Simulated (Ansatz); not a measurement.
**AlCO (quartet): the correlation ladder, def2-QZVPP**

One table from this session's results is given with a row withheld; the runs are named, their logs left out.

The runs use Ansatz 0.2.0, Gaussian basis; def2-QZVPP, core rule «outside noble gas», up to 7 orbitals frozen.

Plan: UHF; ROHF; CCSD(T) on UHF.

### The system

The geometry is a PBE0/def2-TZVP stationary point (not a proven minimum).

3 atoms, charge 0, spin multiplicity 4.

Atoms are counted from 1 here; the program's logs count them from 0.

Bond lengths: Al1–C2 1.847 Å, C2–O3 1.158 Å. Angles: Al1–C2–O3 180.0°.

As a file:

```
Al    0.00000    0.00000    1.61720
C     0.00000    0.00000   -0.22940
O     0.00000    0.00000   -1.38780
```

The first run:

in.yaml

```yaml
crystal:
  periodic: [false, false, false]
  atoms:
    - {symbol: Al, position_ang: [0.000000, 0.000000, 1.617200]}
    - {symbol: C, position_ang: [0.000000, 0.000000, -0.229400]}
    - {symbol: O, position_ang: [0.000000, 0.000000, -1.387800]}
basis:
  gaussian: {orbitals: "def2-QZVPP.json"}
magnetization: {spin_polarized: true, initial_magnetization: 3}
hamiltonian: {xc: hf}
output: {orbitals: {seedname: orbitals}}
```

Launch:

```console
ansatz run in.yaml --threads 1 --pin off --events-out ev --progress --plain --max-ram 2393MiB
```

Steps of the session up to this table: UHF; ROHF; CCSD(T) on UHF.

One table of the session follows, with a row left open; its other results are not shown here.

It belongs to the step «Misses and costs». 

```
  method  from UCCSD(T) (kcal/mol)
    ROHF                   +286.04
     UHF                         ?
    UMP2                    +16.52
   UCCSD                    +14.82
UCCSD(T)                         0
```

Estimate the missing values for UHF.

The run gave: from UCCSD(T) (kcal/mol): +284.12. In the column «from UCCSD(T) (kcal/mol)» it lies between UMP2 (+16.52) and ROHF (+286.04).
